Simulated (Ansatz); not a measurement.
# NaO (doublet): wave-function methods side by side, def2-QZVPP

An exercise on one series of results from a longer session: the logs are not shown, and one member is left open.

Method: def2-QZVPP, core rule «outside noble gas», up to 6 orbitals frozen; program: Ansatz 0.2.0, Gaussian basis.

Plan: UHF; ROHF; CCSD(T) on UHF.

2 further runs of the same task are left out: 1 that didn't finish, 1 set aside as unsound or not needed.

### The geometry

The geometry is a PBE0/def2-TZVP stationary point (not a proven minimum).

2 atoms, charge 0, spin multiplicity 2.

Atoms are counted from 1 here; the program's logs count them from 0.

Bond lengths: O1–Na2 2.047 Å.

Set-up of the first run:

The input, in.yaml:

```yaml
crystal:
  periodic: [false, false, false]
  atoms:
    - {symbol: O, position_ang: [0.000000, 0.000000, 0.000000]}
    - {symbol: Na, position_ang: [0.000000, 0.000000, 2.046800]}
basis:
  gaussian: {orbitals: "def2-QZVPP.json"}
magnetization: {spin_polarized: true, initial_magnetization: 1}
hamiltonian: {xc: hf}
output: {orbitals: {seedname: orbitals}}
```

Launch:

```console
ansatz run in.yaml --threads 1 --pin off --events-out ev --progress --plain --max-ram 2393MiB
```

Among the steps run: UHF; ROHF; CCSD(T) on UHF.

One table of the session follows, with a row left open; its other results are not shown here.

It belongs to the step «Misses and costs». 

```
  method  from UCCSD(T) (meV)
    ROHF              +6687.4
     UHF              +6557.6
    UMP2                    ?
   UCCSD               +217.7
UCCSD(T)                    0
```

**Question.** Estimate the row for UMP2.

The run gave: from UCCSD(T) (meV): +427.7. In the column «from UCCSD(T) (meV)» it lies between UCCSD (+217.7) and UHF (+6557.6).
